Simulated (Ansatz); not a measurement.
```xyz
8

O     1.5515   -0.9542    0.4902
P     1.0936    0.4923   -0.1981
Si   -1.1362    0.1411   -0.3124
H     2.3955   -1.2251    0.1212
H     0.9758    1.2882    0.9802
H    -1.7588    1.4663   -0.5809
H    -1.6914   -0.4310    0.9423
H    -1.4300   -0.7776   -1.4426
```

The species carries charge 0 and has multiplicity 1.

(1) List the PBE/def2-TZVPP orbital energies in eV (the Gaussian-basis code of Ansatz). (An estimate is asked.)

Answers

(1) Ansatz gave: Occupied: -2076.79, -1779.59, -510.84, -172.00, -137.36, -123.53, -123.43, -123.34, -94.10, -94.08, -94.07, -25.70, -15.95, -13.07, -11.86, -10.11, -9.27, -8.55, -8.44, -6.93, -5.91. Lowest empty: -1.57, -0.30, -0.10, 0.36, 0.83, 0.91, 1.53, 3.24.
